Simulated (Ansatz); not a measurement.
Seven cases of ionisation energy with Al to Br (electronic energies, eV); geometries: B3LYP-D3(BJ)/def2-TZVP. The cases were drawn at random from those of this class that have a high level and all functionals, leaving out states under which another spin lies or may lie. Left out are anions, K, Ca, elements past Kr, ionisation of Li, Na and Mg, pi-pi* triplets of linear molecules and other triplets made from a closed-shell parent. Runs that doubt their state, and full CI more than 15 mEh from coupled cluster, are set aside; a case stays where another high level and all functionals remain. AFQMC serves as high level only in triple zeta or larger, with a steady walk, a bar under 0.8 kcal/mol and agreement with other high levels or trials where they ran; where none ran, an unstable determinant or (outside 3d species) a high T1 diagnostic also bars it, so strongly correlated cases are thinned. No case was kept or dropped by the size of a functional's miss. High levels with a bar over 0.5 kcal/mol are left out too, and the seventh case lies inside the range of the six. Affinities count positive where energy is released, gaps as the second state minus the first. PBE0 is by Ansatz (a quantum-chemistry and plane-wave program) in def2-TZVPD. High levels (Ansatz): P = CCSD(T)/CBS(aug-cc-pVTZ,aug-cc-pVQZ) + [CCSDT(Q) - CCSD(T)]/aug-cc-pVQZ + [CCSDTQ - CCSDT(Q)]/aug-cc-pVTZ; Q = CCSD(T)/CBS(cc-pV(Q+d)Z,cc-pV(5+d)Z) + [CCSDT(Q) - CCSD(T)]/cc-pV(Q+d)Z + [CCSDTQ - CCSDT(Q)]/cc-pV(D+d)Z + core + X2C; R = CCSD(T)/CBS(cc-pV(Q+d)Z,cc-pV(5+d)Z) + [CCSDT(Q) - CCSD(T)]/cc-pV(Q+d)Z + [FCI - CCSDT(Q)]/cc-pV(D+d)Z + core + X2C; S = CCSD(T)/CBS(cc-pV(Q+d)Z,cc-pV(5+d)Z) + [CCSDT(Q) - CCSD(T)]/cc-pV(T+d)Z + core + X2C; T = CCSD(T)/CBS(cc-pV(T+d)Z,cc-pV(Q+d)Z) + [CCSDT(Q) - CCSD(T)]/cc-pV(T+d)Z + core + X2C; U = CCSD(T)/CBS(cc-pVQZ,cc-pV5Z) + [CCSDT(Q) - CCSD(T)]/cc-pV5Z + [CCSDTQ - CCSDT(Q)]/cc-pVTZ; V = CCSD(T)/CBS(cc-pVQZ,cc-pV5Z) + [CCSDT(Q) - CCSD(T)]/cc-pVTZ. UHF or UKS for unpaired electrons; spin-orbit terms are left out. Cores are frozen in correlated methods (noble-gas shells, and filled d and f shells in the p block). Rows without X2C or -DK are non-relativistic. CBS(X,Y): correlation extrapolated as X^-3, Hartree-Fock from the larger set (Q,5: extrapolated as (X+1)exp(-9√X)). A bracket is a step between two methods taken in the basis named. The functionals are non-relativistic, so their misses hold any scalar relativity. 'core' is core correlation in cc-pwCVTZ (1s frozen past Ne), 'X2C' scalar relativity in cc-pVTZ-DK, both at CCSD(T). Full CI freezes restricted core orbitals, also for open shells; the composite that ends in it estimates full CI at the basis-set limit. The T1 diagnostic of O2Se (O=[Se]=O, singlet) reaches 0.030 in the sets run. The restricted determinant of O2Se (O=[Se]=O, singlet) is unstable towards broken spin symmetry in at least one set run. The restricted determinant of O2S (O=S=O, singlet) is unstable towards broken spin symmetry in at least one set run. The restricted determinant of NP (N#P, singlet) is unstable towards broken spin symmetry in at least one set run. The UHF reference of H3Al+ (parent SMILES [AlH3], doublet) is spin-contaminated (<S^2> up to 0.04 over the pure value in the sets run). The UHF reference of O2S+ (parent SMILES O=S=O, doublet) is spin-contaminated (<S^2> up to 0.05 over the pure value in the sets run). The UHF reference of NP+ (parent SMILES N#P, doublet) is spin-contaminated (<S^2> up to 0.65 over the pure value in the sets run). The determinant of O2Se+ (parent SMILES O=[Se]=O, doublet) is a saddle point of the SCF energy; a lower one exists, which strains HF and MP2. The determinant of O2S+ (parent SMILES O=S=O, doublet) is a saddle point of the SCF energy; a lower one exists, which strains HF and MP2. The spin of H2Se+ (parent SMILES [SeH2], doublet) was assumed, and the state is the lowest solution found for it. The spin of O2Se+ (parent SMILES O=[Se]=O, doublet) was assumed, and the state is the lowest solution found for it. The spin of H3Al+ (parent SMILES [AlH3], doublet) was assumed, and the state is the lowest solution found for it. The spin of NP+ (parent SMILES N#P, doublet) was assumed, and the state is the lowest solution found for it.

| case | PBE0 | level | high level |
|---|---|---|---|
| H2Se (selane, SMILES [SeH2]) → H2Se+ (parent SMILES [SeH2], doublet) | 9.78 | U | 9.89 |
| SeO2 (SMILES O=[Se]=O) → SeO2+ (parent SMILES O=[Se]=O, doublet) | 11.60 | V | 11.83 |
| AlH3 (SMILES [AlH3]) → AlH3+ (parent SMILES [AlH3], doublet) | 10.32 | R | 10.58 |
| CH3Cl (chloromethane, SMILES CCl) → CH3Cl+ (parent SMILES CCl, doublet) | 11.14 | T | 11.42 |
| SO2 (SMILES S(=O)=O) → SO2+ (parent SMILES O=S=O, doublet) | 12.23 | S | 12.36 |
| As (quartet) to As+ (triplet) | 9.97 | P | 9.98 |
| PN (azanylidynephosphane, SMILES N#P) → PN+ (parent SMILES N#P, doublet) | 11.78 | Q | withheld |

Task: Fit a straight line from PBE0 to the high level over the first six rows by least squares, predict the seventh, and compare with the calculation.

Result: Means: PBE0 10.840, high level 11.010. Sxx = 4.7506, Sxy = 4.9296, slope 1.0377, intercept -0.239 eV; residual standard deviation 0.11 eV. Seventh row: 1.0377·(11.78) -0.239 = 11.99 eV. The calculation gave 11.89 eV: the line differs from it by +0.10, PBE0 itself by -0.11.
